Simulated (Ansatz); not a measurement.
How far each method lies from UCCSDT(Q) for BNGe, triplet

Geometry: a PBE0/def2-TZVP stationary point for this spin, not checked as a minimum.

```xyz
3

B     0.0000    0.0000   -1.4446
N     0.0000    0.0000   -0.1777
Ge    0.0000    0.0000    1.6223
```

Basis cc-pVTZ; Ansatz 0.2.0. Only valence electrons are correlated (noble-gas cores and the filled d shells of p-block atoms frozen), which leaves 12 electrons in 87 orbitals. R marks a restricted (for open shells ROHF) determinant, U an unrestricted one. Active spaces: valence = (12e, 12o) chosen from the atoms' valence shells. No spin–orbit coupling is included, and no scalar relativity.

Full CI isn't at hand for all of this; UCCSDT(Q) serves as the reference, and is uncertain by about the last step of the cluster series. The frozen core follows each run's orbitals, which can shift R against U totals by a few meV for light atoms and by up to 0.1 eV past Ca.

Unrestricted rows (U) aren't spin-pure: their determinants' ⟨S²⟩ exceeds S(S+1) by up to 0.13, so they mix in states of higher spin.

```
UHF ⟨S²⟩                          : 2.128
T1 diagnostic (RCCSD)             : 0.0331
largest doubles amplitude (RCCSD) : 0.066
T1 diagnostic (UCCSD)             : 0.0312
```

```
   level  E − E(UCCSDT(Q)) (kJ/mol)  share of correlation (%)    wall time
     UHF                      946.5                      2.93            –
    UMP2                      104.5                     89.28            –
   UCCSD                       56.1                     94.24            –
UCCSD(T)                        6.9                     99.29  12 s (H100)
  UCCSDT                        4.2                     99.57            –
```

The correlation energy at UCCSDT(Q), counted from RHF, is -10.107 eV. That run took 33 s on 2 threads of AMD EPYC 7R13 with a shared H100 80 GB, shared host.

Run but not shown, since their state or frozen core can't be matched to the reference's or they repeat it: RHF, RMP2, RCCSD, RCCSD(T), BCCD(T), RCCSDT, RCCSDT(Q), CASSCF (valence space), NEVPT2 (valence space).

Times hold each run's SCF and search for its determinant on a shared host, so for small cases they say little of a method's own cost.

Natural occupations of CASSCF (valence space) about the gap: 1.977 1.954 1.947 1.947 1.002 0.999 0.055 0.053 0.040 0.025; effectively unpaired electrons, Σ n²(2−n)², 2.06.

Atomization energy (electronic, same basis, no zero-point term; atoms at the same level, unrestricted beside the R rows where the molecule is a closed shell, but restricted open-shell past Ca, as are all atoms' steps beyond CCSDT(Q)) at UCCSDT(Q): 845.7 kJ/mol. Errors of other levels:

```json
{"level": "UHF", "error (kJ/mol)": "-285.7"}
{"level": "UMP2", "error (kJ/mol)": "47.8"}
{"level": "UCCSD", "error (kJ/mol)": "-38.1"}
{"level": "UCCSD(T)", "error (kJ/mol)": "-3.4"}
{"level": "UCCSDT", "error (kJ/mol)": "-4.0"}
```

This basis is far from its limit, so the value isn't to be set against a measured one.
